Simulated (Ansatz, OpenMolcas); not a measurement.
## Worked example: the enthalpy of formation of C2N2 (bisisocyanide)

C2N2: 4 atoms, total charge 0, spin state singlet. SMILES: `[C-]#[N+][N+]#[C-]`. The coordinates come from a PBE0-D4/def2-TZVP relaxation.

Total energies at HF/cc-pVTZ (OpenMolcas 26.06); the atoms run unrestricted:

```tsv
species	state	energy (Eh)
C2N2	singlet	-184.548472
C	triplet	-37.691569
N	quartet	-54.400686
```

Harmonic wavenumbers at PBE0-D4/def2-TZVP, in cm⁻¹: 211, 211, 389, 389, 1002, 2103, 2329.

Measured heats of formation of the gaseous atoms at 298.15 K, in kJ/mol: C 716.9, N 472.4. Take 1 Eh = 2625.50 kJ/mol, 1 cm⁻¹ = 0.0119627 kJ/mol, RT = 2.479 kJ/mol.

Problem. What heat of formation follows?

Solution. 
1. Electronic atomisation energy: 2 × (-37.691569) + 2 × (-54.400686) − (-184.548472) = 0.363962 Eh = 955.6 kJ/mol.
2. Zero-point energy: half the sum of the wavenumbers, 3317 cm⁻¹ = 39.7 kJ/mol.
3. Thermal vibrational enthalpy, Σ hcν̃/(exp(hcν̃/kT) − 1): 4.6 kJ/mol. Translation, rotation and pV of a linear molecule: 3.5 RT = 8.7 kJ/mol.
4. The 4 free atoms carry 5/2 RT each: 24.8 kJ/mol.
5. Atomisation enthalpy at 298 K: 955.6 − 39.7 − 4.6 − 8.7 + 24.8 = 927.4 kJ/mol.
6. Sum of the atoms' heats of formation: 2378.6 kJ/mol. Heat of formation: 2378.6 − 927.4 = +1451.2 kJ/mol.

The tabulated value is +613.0 kJ/mol (Active Thermochemical Tables), so this level is off by +838.2 kJ/mol, or 47.5 % of the atomisation enthalpy. Hartree–Fock leaves out correlation, which is larger in the molecule than in the atoms, so it underbinds and puts the heat of formation too high. Anharmonicity and any spin-orbit splitting of the molecule are left out.
